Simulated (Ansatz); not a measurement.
## Worked example: building the atomization energy of PH$_{2}$, doublet

Measured: the G2/97 heats of formation, with zero-point and thermal terms from B3LYP taken off, give an electronic atomization energy of 152.9 kcal/mol (Curtiss et al., J. Chem. Phys. 106, 1063 (1997); Staroverov et al., J. Chem. Phys. 119, 12129 (2003)). The calculation below tries to reproduce it.

Geometry (MP2(full)/6-31G*, from the G2/97 set):

```xyz
3

P     0.0000    0.0000    0.0599
H     0.0000    1.0256   -0.9209
H     0.0000   -1.0256   -0.9209
```

Atomization energies (atoms less molecule, kcal/mol) from Ansatz 0.2.0, frozen cores, unrestricted molecule, unrestricted atoms (their steps beyond CCSDT(Q) from restricted open-shell runs), sets cc-pV(D+d)Z, cc-pV(T+d)Z, cc-pV(Q+d)Z:

```tsv
level	DZ	TZ	QZ
HF	105.62	108.52	109.01
CCSD(T)	139.00	148.93	152.33
CCSDT	139.19	149.01	152.43
CCSDT(Q)	139.22	149.06	152.49
CCSDTQ	139.21	–	–
```

Problem. Extrapolate Hartree–Fock with exp(−5.46 √X) and the CCSD(T) correlation part with X⁻³ (X = 3, 4), add each higher step from the largest set that has it, and compare with the measured value.

Solution. Hartree–Fock: 109.01 + (109.01 − 108.52) × 0.301 = 109.16.
Correlation: TZ 40.41, QZ 43.32; (64 × 43.32 − 27 × 40.41) / 37 = 45.44.
Full triples (QZ): 152.43 − 152.33 = 0.10.
(Q) (QZ): 152.49 − 152.43 = 0.06.
Full quadruples (DZ): 139.21 − 139.22 = -0.01.
Sum: 154.8 kcal/mol, 1.9 above the measured 152.9.

The steps beyond CCSD(T) add 0.15 kcal/mol, while going from QZ to the limit adds 2.27. Core correlation, scalar relativity, spin–orbit terms and the relaxation from this MP2 geometry are missing from the sum, and the measured value has its own uncertainty.
